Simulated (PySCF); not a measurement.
The numbers below are computed, except where a source is named.
A vibrational averaging run on chlorosilane, ClH₃Si, SMILES [SiH3]Cl. A sound run at PBE0/pcSseg-2 gave B0 = 84337, 6625, 6625 MHz, harmonic ZPE 5745 cm⁻¹, lowest mode 554 cm⁻¹ and averaged shieldings 376.54, 1018.89, 25.94, 25.94, 25.94 ppm.

Input of the run in question:

```
{"job": {"xc": "PBE0", "basis": "pcSseg-2", "grid": 2, "temperatures": [100, 1000], "no_opt": true, "kind": "iso"}, "charge": 0, "multiplicity": 1}
Si    -0.122064    -0.003385    -0.013093
Cl     1.886037     0.084537    -0.030312
H     -0.546561    -0.923240    -1.062212
H     -0.638668     1.337792    -0.260412
H     -0.544255    -0.484294     1.297289
```

Command: OMP_NUM_THREADS=1 python ens_run.py task.json out

Output:

```
parent
  Be/MHz 87063.692 6939.754 6939.294
  B0/MHz 86532.69 6911.648 6911.137
  ZPE/cm-1 5865.8
  <sigma>(0 K)/ppm 377.843 1022.032 25.957 25.957 25.958
2H at atom 2
  Be/MHz 66109.034 6727.899 6566.676
  B0/MHz 65759.76 6703.733 6539.533
  ZPE/cm-1 5354.9
  <sigma>(0 K)/ppm 378.012 1022.880 26.036 25.966 25.967
```

**Question.** What is doubtful here, and how much did it matter?

**Answer.** The setting at fault: geometry not optimised at the level of the force field. The isotope effects on the shieldings at 0 K read 169, 847, 79, 9, 9 ppb against 197, 886, 78, 10, 9 ppb in the sound run, and B0 − Be of the smallest constant -28.2 against -29.6 MHz.
